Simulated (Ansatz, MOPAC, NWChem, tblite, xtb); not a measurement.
**B2NH5 (SMILES BNB): the highest harmonic wavenumber at each level's own minimum, rung by rung**

B2NH5, singlet, SMILES `BNB`. Each level relaxes the structure for itself.

Quantity: the highest harmonic wavenumber at each level's own minimum, in cm⁻¹. The values are calculated.

| level | kind | program | value (cm⁻¹) |
| --- | --- | --- | --- |
| GFN2-xTB | semi-empirical | tblite | 3409 |
| MNDO | semi-empirical | MOPAC | 3581 |
| MNDOD | semi-empirical | MOPAC | 3581 |
| GFN1-xTB | semi-empirical | xtb | 3507 |
| HF/6-31G* (Cartesian functions) | Hartree–Fock | Ansatz | 3809 |
| B3LYP-D3(BJ)/6-31G* (spherical functions) | global hybrid | NWChem | 3542 |
| B3LYP/6-31G* (spherical functions) | global hybrid | NWChem | 3539 |
| B3LYP/6-31G* (Cartesian functions) | global hybrid | Ansatz | 3539 |
| MP2/6-31G* (Cartesian functions) | perturbation theory | Ansatz | 3598 |

Harmonic and unscaled. The values span 3409 to 3809 cm⁻¹.
